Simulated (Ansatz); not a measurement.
Nudged elastic band run: C3H2FS, charge +1

Input file:

```yaml
crystal:
  periodic: [false, false, false]
  atoms:
    - { symbol: F, position_ang: [-0.531849, -2.794131, 0.905753] }
    - { symbol: C, position_ang: [-0.205102, -1.625378, 0.633939] }
    - { symbol: C, position_ang: [0.093382, -0.481553, 0.346032] }
    - { symbol: C, position_ang: [0.492874, 0.802621, 0.089031] }
    - { symbol: S, position_ang: [-0.108011, 1.845008, -1.069514] }
    - { symbol: H, position_ang: [1.296128, 1.235152, 0.689098] }
    - { symbol: H, position_ang: [-1.037423, 1.018291, -1.594349] }
total_charge: 1
basis:
  gaussian: { orbitals: "6-31G*" }
hamiltonian:
  xc: r2scanh
  dispersion: d4
neb:
  order_check: false
  images: 9
  f_tol: 0.03
  max_iterations: 60
  final_atoms:
    - { symbol: F, position_ang: [-0.2892057, -2.96735552, 1.24483921] }
    - { symbol: C, position_ang: [-0.13506582, -1.81491246, 0.80434469] }
    - { symbol: C, position_ang: [0.00351683, -0.69008113, 0.36244282] }
    - { symbol: C, position_ang: [0.20600685, 0.58565112, -0.09280093] }
    - { symbol: S, position_ang: [-0.68449919, 1.2430546, -1.34833565] }
    - { symbol: H, position_ang: [0.97557022, 1.19785229, 0.3790345] }
    - { symbol: H, position_ang: [-0.0763242, 2.4458011, -1.34953464] }
  initial_path:
    images:
      - { positions_ang: [[-0.531849, -2.794131, 0.905753], [-0.205102, -1.625378, 0.633939], [0.093382, -0.481553, 0.346032], [0.492874, 0.802621, 0.089031], [-0.108011, 1.845008, -1.069514], [1.296128, 1.235152, 0.689098], [-1.037423, 1.018291, -1.594349]] }
      - { positions_ang: [[-0.50129046, -2.81666694, 0.93415653], [-0.18772466, -1.64797878, 0.64796342], [0.09901518, -0.5068905, 0.3424051], [0.4779703, 0.77861958, 0.0670519], [-0.05147426, 1.75374051, -1.15598709], [1.20899488, 1.25254111, 0.69927297], [-1.04549198, 1.18664501, -1.53487282]] }
      - { positions_ang: [[-0.47073192, -2.83920288, 0.96256006], [-0.17034732, -1.67057956, 0.66198784], [0.10464836, -0.53222799, 0.3387782], [0.46306659, 0.75461816, 0.04507279], [0.00506248, 1.66247302, -1.24246019], [1.12186177, 1.26993022, 0.70944794], [-1.05356096, 1.35499903, -1.47539663]] }
      - { positions_ang: [[-0.44017338, -2.86173883, 0.99096358], [-0.15296999, -1.69318034, 0.67601226], [0.11028153, -0.55756549, 0.33515129], [0.44816289, 0.73061674, 0.02309369], [0.06159922, 1.57120553, -1.32893328], [1.03472865, 1.28731934, 0.7196229], [-1.06162994, 1.52335304, -1.41592045]] }
      - { positions_ang: [[-0.40961484, -2.88427477, 1.01936711], [-0.13559265, -1.71578112, 0.69003668], [0.11591471, -0.58290298, 0.33152439], [0.43325919, 0.70661532, 0.00111459], [0.11813596, 1.47993804, -1.41540637], [0.94759554, 1.30470845, 0.72979787], [-1.06969891, 1.69170706, -1.35644427]] }
      - { positions_ang: [[-0.3790563, -2.90681071, 1.04777064], [-0.11821531, -1.7383819, 0.7040611], [0.12154789, -0.60824048, 0.32789749], [0.41835548, 0.6826139, -0.02086451], [0.1746727, 1.38867055, -1.50187947], [0.86046242, 1.32209756, 0.73997284], [-1.07776789, 1.86006107, -1.29696809]] }
      - { positions_ang: [[-0.36108618, -2.91891967, 1.08718435], [-0.12158541, -1.75368801, 0.72411782], [0.09794168, -0.62460861, 0.33480656], [0.37588576, 0.66322135, -0.0352518], [0.00283833, 1.35954736, -1.47117071], [0.88348398, 1.29724851, 0.66778517], [-0.87747915, 1.97720908, -1.3074814]] }
      - { positions_ang: [[-0.34311606, -2.93102864, 1.12659807], [-0.12495551, -1.76899412, 0.74417454], [0.07433547, -0.64097674, 0.34171562], [0.33341603, 0.64382879, -0.04963908], [-0.16899605, 1.33042417, -1.44046194], [0.90650554, 1.27239945, 0.5955975], [-0.67719041, 2.09435708, -1.31799471]] }
      - { positions_ang: [[-0.32514594, -2.9431376, 1.16601178], [-0.12832561, -1.78430023, 0.76423125], [0.05072926, -0.65734487, 0.34862469], [0.29094631, 0.62443624, -0.06402636], [-0.34083043, 1.30130098, -1.40975318], [0.9295271, 1.2475504, 0.52340984], [-0.47690168, 2.21150509, -1.32850802]] }
      - { positions_ang: [[-0.30717582, -2.95524656, 1.20542549], [-0.13169572, -1.79960635, 0.78428797], [0.02712304, -0.673713, 0.35553376], [0.24847658, 0.60504368, -0.07841364], [-0.51266481, 1.27217779, -1.37904442], [0.95254866, 1.22270134, 0.45122217], [-0.27661294, 2.32865309, -1.33902133]] }
      - { positions_ang: [[-0.2892057, -2.96735552, 1.24483921], [-0.13506582, -1.81491246, 0.80434469], [0.00351683, -0.69008113, 0.36244282], [0.20600685, 0.58565112, -0.09280093], [-0.68449919, 1.2430546, -1.34833565], [0.97557022, 1.19785229, 0.3790345], [-0.0763242, 2.4458011, -1.34953464]] }
```

Command:

```bash
$ ansatz run input.yaml --threads 2 --pin off --max-ram 3072MiB --backend cpu --events-out ev --progress --plain --runs-dir out
```

Output, in part (warnings, iteration lines, the closing report on the highest movable image, with atoms numbered from 0):

```
NEB end point (image 0): max|allowed force component| = 4.655e-3 eV/Å (the criterion of neb.relax_end_points is 1.000e-2)
NEB end point (image 10): max|allowed force component| = 1.479e-2 eV/Å (the criterion of neb.relax_end_points is 1.000e-2)
NEB iter   1: max|band force component| = 3.829e1 eV/Å  barrier→ = 6.7705 eV  barrier← = 6.7733 eV  Δτ_max = 0.1921 Å  (315 SCF iters)
NEB iter   2: max|band force component| = 8.889e0 eV/Å  barrier→ = 1.5476 eV  barrier← = 1.5505 eV  Δτ_max = 0.1978 Å  (317 SCF iters)
NEB iter   3: max|band force component| = 4.752e0 eV/Å  barrier→ = 1.3512 eV  barrier← = 1.3540 eV  Δτ_max = 0.1078 Å  (306 SCF iters)
NEB iter   4: max|band force component| = 1.361e0 eV/Å  barrier→ = 1.3149 eV  barrier← = 1.3178 eV  Δτ_max = 0.0748 Å  (296 SCF iters)
NEB iter   5: max|band force component| = 7.820e-1 eV/Å  barrier→ = 1.2797 eV  barrier← = 1.2826 eV  Δτ_max = 0.0461 Å  (294 SCF iters)
NEB iter   6: max|band force component| = 5.152e-1 eV/Å  barrier→ = 1.2769 eV  barrier← = 1.2798 eV  Δτ_max = 0.0228 Å  (296 SCF iters)
NEB iter   7: max|band force component| = 5.176e-1 eV/Å  barrier→ = 1.2671 eV  barrier← = 1.2700 eV  CI = image 5  Δτ_max = 0.0962 Å  (294 SCF iters)
NEB iter   8: max|band force component| = 3.754e-1 eV/Å  barrier→ = 1.3293 eV  barrier← = 1.3321 eV  CI = image 5  Δτ_max = 0.0229 Å  (300 SCF iters)
NEB iter   9: max|band force component| = 1.971e-1 eV/Å  barrier→ = 1.3300 eV  barrier← = 1.3329 eV  CI = image 5  Δτ_max = 0.0240 Å  (292 SCF iters)
NEB iter  10: max|band force component| = 1.683e-1 eV/Å  barrier→ = 1.3292 eV  barrier← = 1.3320 eV  CI = image 5  Δτ_max = 0.0312 Å  (297 SCF iters)
NEB iter  11: max|band force component| = 4.090e-1 eV/Å  barrier→ = 1.3310 eV  barrier← = 1.3338 eV  CI = image 5  Δτ_max = 0.0156 Å  (282 SCF iters)
NEB iter  12: max|band force component| = 1.888e-1 eV/Å  barrier→ = 1.3286 eV  barrier← = 1.3315 eV  CI = image 5  Δτ_max = 0.0156 Å  (292 SCF iters)
NEB iter  13: max|band force component| = 9.261e-2 eV/Å  barrier→ = 1.3281 eV  barrier← = 1.3309 eV  CI = image 5  Δτ_max = 0.0156 Å  (270 SCF iters)
NEB iter  14: max|band force component| = 5.174e-2 eV/Å  barrier→ = 1.3276 eV  barrier← = 1.3305 eV  CI = image 5  Δτ_max = 0.0060 Å  (241 SCF iters)
NEB iter  15: max|band force component| = 5.656e-2 eV/Å  barrier→ = 1.3273 eV  barrier← = 1.3302 eV  CI = image 5  Δτ_max = 0.0030 Å  (241 SCF iters)
NEB iter  16: max|band force component| = 5.455e-2 eV/Å  barrier→ = 1.3272 eV  barrier← = 1.3300 eV  CI = image 5  Δτ_max = 0.0060 Å  (230 SCF iters)
NEB iter  17: max|band force component| = 3.821e-2 eV/Å  barrier→ = 1.3270 eV  barrier← = 1.3299 eV  CI = image 5  Δτ_max = 0.0029 Å  (239 SCF iters)
NEB iter  18: max|band force component| = 3.182e-2 eV/Å  barrier→ = 1.3269 eV  barrier← = 1.3297 eV  CI = image 5  Δτ_max = 0.0060 Å  (224 SCF iters)
NEB iter  19: max|band force component| = 7.983e-2 eV/Å  barrier→ = 1.3268 eV  barrier← = 1.3297 eV  CI = image 5  Δτ_max = 0.0030 Å  (246 SCF iters)
NEB iter  20: max|band force component| = 4.330e-2 eV/Å  barrier→ = 1.3268 eV  barrier← = 1.3296 eV  CI = image 5  Δτ_max = 0.0030 Å  (221 SCF iters)
NEB iter  21: max|band force component| = 2.506e-2 eV/Å  barrier→ = 1.3267 eV  barrier← = 1.3296 eV  CI = image 5  Δτ_max = 0.0018 Å  (472 SCF iters)
NEB iter  22: max|band force component| = 2.648e-2 eV/Å  barrier→ = 1.3267 eV  barrier← = 1.3295 eV  CI = image 5  Δτ_max = 0.0000 Å  (58 SCF iters)
Total energy: -16678.40739858 eV, -612.9201668674 hartree
Atom 0 at    -0.389768    -2.898391     0.987871 Å, force     0.001875     0.002550     0.002682 eV/Å
Atom 1 at    -0.131145    -1.728771     0.685797 Å, force    -0.007927    -0.005019    -0.010651 eV/Å
Atom 2 at     0.121397    -0.567732     0.378196 Å, force     0.008510     0.006166     0.011248 eV/Å
Atom 3 at     0.413166     0.706161     0.035260 Å, force    -0.002359    -0.006124     0.003021 eV/Å
Atom 4 at     0.158794     1.350441    -1.582703 Å, force     0.000546     0.003780    -0.005882 eV/Å
Atom 5 at     0.910361     1.341410     0.774247 Å, force     0.001226     0.000416    -0.000233 eV/Å
Atom 6 at    -1.082805     1.796891    -1.278678 Å, force    -0.001871    -0.001770    -0.000186 eV/Å
Dipole moment:    -0.119524     0.060543     0.405986 e Å
```

The run converged. The band force fell under the threshold earlier too, but the program's further tests of the path sent the band on. A vibrational analysis at the climbing image gives one clearly imaginary mode, 1198i cm⁻¹: a first-order saddle point. Limits of this set-up: the dipole of an ion depends on the origin.

Final band (atoms are numbered from 1 in the order of the input):

```csv
image,path coordinate (Å),energy (eV),dihedral C3–C4–S5–H7 (°)
0,0.00,0.00,0
1,0.28,0.04,9
2,0.57,0.24,28
3,0.85,0.61,50
4,1.14,1.05,72
5,1.42,1.33,92
6,1.77,0.96,116
7,2.12,0.50,138
8,2.47,0.19,157
9,2.82,0.04,171
10,3.17,0.00,-180
```

Run time: 6.5 min on 2 threads of Arm Neoverse V2 (shared host), peak memory 0.2 GiB.
